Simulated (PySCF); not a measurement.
Species: C₄H₃OS (charge -1).
Z-matrix (Å and degrees, GFN2-xTB geometry), rows numbered from 1:
```
S 
C   1  1.6859
C   2  1.3832  1  130.69
C   3  1.4096  2  106.68  1  -179.96
C   4  1.3595  3  106.66  2     0.01
O   5  1.3610  4  110.45  3    -0.03
H   3  1.0726  2  125.63  1     0.05
H   4  1.0769  3  127.13  2   179.96
H   5  1.0745  4  132.68  3  -179.96
```

A PySCF run (density fitting, gas phase, GFN2-xTB geometry) gave HOMO 0.12 eV, LUMO 5.27 eV and E = -627.222 Eh.

Question: Which of these levels was it?
A. PBE0/pcSseg-1
B. CAM-B3LYP/def2-SVPD
C. PBE/6-31G

Answer: A. It is PBE0/pcSseg-1. All candidates on this geometry:

```json
{"level and settings": "PBE/6-31G, damping 0.2 at the start, DIIS from the seventh cycle", "kind": "GGA", "basis functions": "64", "SCF cycles": "19", "E (Eh)": "-627.1090", "HOMO (eV)": "1.32", "LUMO (eV)": "4.80"}
{"level and settings": "PBE0/pcSseg-1", "kind": "global hybrid", "basis functions": "124", "SCF cycles": "13", "E (Eh)": "-627.2220", "HOMO (eV)": "0.12", "LUMO (eV)": "5.27"}
{"level and settings": "CAM-B3LYP/def2-SVPD, damping 0.1 at the start, DIIS from the seventh cycle", "kind": "range-separated hybrid", "basis functions": "154", "SCF cycles": "16", "E (Eh)": "-627.2938", "HOMO (eV)": "-1.37", "LUMO (eV)": "4.85"}
```

The nearest other candidate, by the summed differences of HOMO and LUMO, is PBE/6-31G: its HOMO differs by +1.20 eV and its LUMO by -0.47 eV. Cycle counts include a coarse-grid stage where the run had one. The HOMO energy is positive at PBE/6-31G and PBE0/pcSseg-1; such an orbital is held in place by the finite basis.
